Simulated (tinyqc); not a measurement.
The basis set: RHF and MP2 along a ladder of basis sets, for H2O, spin multiplicity 1. Computed by the program tinyqc with PySCF. Same geometry throughout; the dipole is taken about the origin.

Geometry (angstrom):

| atom | x | y | z |
|---|---|---|---|
| O | 0.0000 | 0.0000 | 0.0000 |
| H | 0.0000 | 0.6820 | 0.6410 |
| H | 0.0000 | -0.6820 | 0.6410 |

RHF and frozen-core MP2 in a ladder of bases:

| basis | functions | E(RHF) (hartree) | E(MP2 corr) (hartree) | HOMO (eV) | LUMO (eV) | dipole (debye) |
|---|---|---|---|---|---|---|
| sto-3g | 7 | -74.95586 | -0.03547 | -10.879 | 17.443 | 1.826 |
| 3-21g | 13 | -75.57615 | -0.12007 | -13.242 | 7.241 | 2.588 |
| 6-31g | 13 | -75.97459 | -0.12666 | -13.811 | 5.549 | 2.794 |
| 6-31g** | 24 | -76.01830 | -0.19399 | -13.666 | 5.895 | 2.339 |
| cc-pvdz | 24 | -76.02296 | -0.20146 | -13.563 | 5.053 | 2.191 |
| aug-cc-pvdz | 41 | -76.03716 | -0.21844 | -13.992 | 0.945 | 2.148 |
| cc-pvtz | 58 | -76.05320 | -0.26118 | -13.868 | 3.848 | 2.171 |

What does the comparison show, and why?

From cc-pVDZ to cc-pVTZ the RHF energy falls by 30.2 mhartree and the correlation energy by 59.7. If valence correlation converges as X^-3, (27 E(T) - 8 E(D))/19 gives -0.2863 hartree, a rough estimate from such small X that usually falls short; STO-3G holds about 12 % of it. Beyond STO-3G the LUMO moves by 6.3 eV and the HOMO by 0.7 eV; diffuse functions lower the positive LUMO sharply, since an unbound virtual level tracks the most diffuse function.
